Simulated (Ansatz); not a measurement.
Input for Ansatz (development build ahead of 0.2.0):

```yaml
crystal:
  periodic: [false, false, false]
  atoms:
    - { symbol: C, position_ang: [0.0, -0.9285, -0.06538] }
    - { symbol: O, position_ang: [0.0, -0.91557, 1.13161] }
    - { symbol: O, position_ang: [0.0, 0.14551, -0.84956] }
    - { symbol: C, position_ang: [0.0, 1.3995, -0.18375] }
    - { symbol: H, position_ang: [0.0, -1.84176, -0.69661] }
    - { symbol: H, position_ang: [0.0, 2.16529, -0.96776] }
    - { symbol: H, position_ang: [-0.892, 1.50549, 0.45136] }
    - { symbol: H, position_ang: [0.892, 1.50549, 0.45136] }
basis:
  gaussian: { orbitals: def2-TZVP }
hamiltonian:
  xc: hf
correlation:
  method: mp2
  frozen_orbitals: { C: 1, H: 0, O: 1 }
```

The input is written out in the form of the current development build from the run's settings.

The run gave:

| Quantity | Value |
| --- | --- |
| Converged | yes |
| Reference energy | -227.88493 hartree |
| Correlation energy | -0.78521 hartree |
| Total energy | -228.67014 hartree |
| Spin squared of the determinant | 0.000 |
